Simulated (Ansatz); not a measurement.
`C=C(F)CS` + H–F → `C=C(F)CF` + H₂S  (substitution at a C–S bond)

Gas-phase electronic energies from Ansatz, PBE0-D4/def2-TZVP geometries. CCSD(T)/CBS is the MP2 limit (def2-TZVPP, def2-QZVPP) plus CCSD(T) − MP2 in def2-TZVPP, frozen cores. This one scheme is used for every species. Each species was taken in one conformer, which may not be the lowest.

`C=C(F)CS`:

Z-matrix (Å, degrees):
```
C
S 1 1.819
C 1 1.481 2 113.4
H 1 1.089 2 105.7 3 120.2
H 1 1.092 2 109.2 3 -123.6
H 2 1.342 1 96.2 3 63.2
F 3 1.345 1 112.0 2 -66.4
C 3 1.320 1 128.0 2 114.1
H 8 1.082 3 121.0 1 179.7
H 8 1.081 3 119.9 1 -0.6
```

H–F:

```xyz
2

F    -0.024   -0.380   -0.258
H     0.024    0.380    0.258
```

`C=C(F)CF`:

Cartesian coordinates in Å:
```
C 0.086 -1.064 -0.919
C -0.255 0.112 -0.438
F -0.996 0.980 -1.146
C 0.077 0.696 0.892
F 0.834 -0.174 1.633
H 0.683 -1.730 -0.313
H -0.223 -1.370 -1.909
H 0.636 1.629 0.760
H -0.844 0.920 1.441
```

H₂S:

```xyz
3

S    -0.441   -0.295    0.319
H     0.369   -0.648   -0.690
H     0.072    0.943    0.371
```

| species | SCS-MP2/def2-QZVPP energy (Eh) |
| --- | --- |
| `C=C(F)CS` | -614.56262 |
| H–F | -100.36288 |
| `C=C(F)CF` | -315.97565 |
| H₂S | -398.93269 |

Question: Work out ΔE.

Answer: ΔE = (-315.97565) + (-398.93269) − (-614.56262) − (-100.36288) = 0.01716 Eh = +45.1 kJ/mol. CCSD(T)/CBS gives +44.4 kJ/mol.

Largest T1 diagnostic among the species: 0.012.

At CCSD(T), def2-SVP lies −24.6 kJ/mol from the extrapolated value and def2-TZVPP −6.2 kJ/mol. The D4 term adds +8.5 kJ/mol with B3LYP and +4.6 kJ/mol with PBE0; it sums over pairs of atoms, weighted by their polarisabilities, and B3LYP, whose exchange is more repulsive, gets the larger term.

B3LYP here is the variant with VWN-RPA as its local correlation; programs differ in this.
